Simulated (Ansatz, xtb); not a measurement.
# CHN: which of two isomers lies lower

We compare I, `C#N`, a singlet, with II, `[C-]#[NH+]`, a singlet. Both are isolated molecules in the gas phase, relaxed with PBE0-D3(BJ)/pcseg-1.

**Question.** Estimate which is lower in electronic energy at CCSD(T)/def2-QZVPP, and by roughly how much.

**Answer.** The CCSD(T)/def2-QZVPP calculation puts structure I lower, by 14.8 kcal/mol.

The same difference at several levels:

```csv
level,geometry,E(II) − E(I) (kcal/mol),departure from the last row (kcal/mol),"job, with rough time for the two"
GFN2-xTB,GFN2-xTB,+20.0,+5.3,"optimisation, 0.056 s"
HF/STO-3G,GFN2-xTB,+19.1,+4.4,"single point, 0.12 s"
r2SCAN-D4/def2-SVP,GFN2-xTB,+13.3,−1.4,"single point, 1.6 s"
PBE0-D3(BJ)/pcseg-1,PBE0-D3(BJ)/pcseg-1,+13.5,−1.3,"optimisation, 2.9 s"
HF/def2-QZVPP,PBE0-D3(BJ)/pcseg-1,+10.0,−4.8,part of the CCSD(T) run
MP2/def2-QZVPP,PBE0-D3(BJ)/pcseg-1,+17.6,+2.8,part of the CCSD(T) run
CCSD(T)/def2-QZVPP,PBE0-D3(BJ)/pcseg-1,+14.8,,"single point, 12 s"
```

As drawn, II has 1 N–H in place of 1 C–H.

The levels shown agree on the order. The largest departure from CCSD(T)/def2-QZVPP is that of GFN2-xTB, 5.3 kcal/mol.

With harmonic frequencies from PBE0-D3(BJ)/pcseg-1 (ideal gas, rigid rotor, one conformer each, 600 K, 1 atm): the zero-point term adds −0.3 kcal/mol; ΔH is +14.8 and ΔG +14.0 kcal/mol.

The correlated steps freeze 2 core orbitals. Codes used: Ansatz 0.2.0, xtb 6.7.1; the last row on 1 thread of Arm Neoverse V1 on a shared host.
